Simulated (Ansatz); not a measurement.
**GeH2, singlet in cc-pVTZ: errors against full CI**

Geometry: that of the GeH2, triplet, kept fixed.

| atom | x (Å) | y (Å) | z (Å) |
| --- | --- | --- | --- |
| Ge | 0.0000 | -0.0208 | 0.0000 |
| H | 0.0000 | 0.7490 | -1.3344 |
| H | 0.0000 | 0.7490 | 1.3344 |

Basis cc-pVTZ; Ansatz 0.2.0. Correlated methods freeze the noble-gas cores and the filled d shells of p-block atoms, which leaves 6 electrons in 57 orbitals. Prefix R: restricted or restricted open-shell reference; prefix U: unrestricted. Active spaces: valence = (6e, 6o) chosen from the atoms' valence shells. No spin–orbit coupling is included, and no scalar relativity.

Full CI is exact within this basis and frozen core; it isn't the basis-set limit. The frozen core follows each run's orbitals, which can shift R against U totals by a few meV for light atoms and by up to 0.1 eV past Ca.

- UHF ⟨S²⟩: 0.625
- T1 diagnostic (RCCSD): 0.0127
- largest doubles amplitude (RCCSD): 0.112

```json
{"level": "RHF", "E − E(full CI) (kJ/mol)": "347.3", "share of correlation (%)": "0.00", "wall time": "–"}
{"level": "RMP2", "E − E(full CI) (kJ/mol)": "77.6", "share of correlation (%)": "77.66", "wall time": "–"}
{"level": "CISD", "E − E(full CI) (kJ/mol)": "25.8", "share of correlation (%)": "92.58", "wall time": "1.2 s"}
{"level": "RCCSD", "E − E(full CI) (kJ/mol)": "10.8", "share of correlation (%)": "96.88", "wall time": "–"}
{"level": "RCCSD(T)", "E − E(full CI) (kJ/mol)": "2.2", "share of correlation (%)": "99.36", "wall time": "1.8 s"}
{"level": "BCCD(T)", "E − E(full CI) (kJ/mol)": "2.2", "share of correlation (%)": "99.36", "wall time": "1 s"}
{"level": "RCCSDT", "E − E(full CI) (kJ/mol)": "0.4", "share of correlation (%)": "99.88", "wall time": "–"}
{"level": "RCCSDT(Q)", "E − E(full CI) (kJ/mol)": "0.1", "share of correlation (%)": "99.98", "wall time": "7 s"}
{"level": "RCCSDTQ", "E − E(full CI) (kJ/mol)": "0.0", "share of correlation (%)": "100.00", "wall time": "9 s (H100)"}
{"level": "CASSCF (valence space)", "E − E(full CI) (kJ/mol)": "214.1", "share of correlation (%)": "38.36", "wall time": "–"}
{"level": "NEVPT2 (valence space)", "E − E(full CI) (kJ/mol)": "63.5", "share of correlation (%)": "81.73", "wall time": "1.9 s"}
{"level": "MRCISD (valence space)", "E − E(full CI) (kJ/mol)": "10.1", "share of correlation (%)": "97.08", "wall time": "–"}
{"level": "MRCISD+Q (valence space)", "E − E(full CI) (kJ/mol)": "1.2", "share of correlation (%)": "99.66", "wall time": "6 s (H100)"}
```

The correlation energy at full CI, counted from RHF, is -3.600 eV. That run took 19 s on 2 threads of AMD EPYC 7R13 with a shared H100 80 GB, shared host over 214,268,028 determinants.

Run but not shown, since their state or frozen core can't be matched to the reference's or they repeat it: UHF, UMP2, UCCSD, UCCSD(T), UCCSDT, UCCSDT(Q).

Times hold each run's SCF and search for its determinant on a shared host, so for small cases they say little of a method's own cost; rows without a card ran on 1 thread of AMD EPYC 7R13.

The full-CI state has the irrep A1 of C2v, in the program's axes.

Natural occupations of full CI about the gap: 1.957 1.944 1.883 0.076 0.033 0.033 0.013 0.009 0.009 0.008; effectively unpaired electrons, Σ n²(2−n)², 0.10.
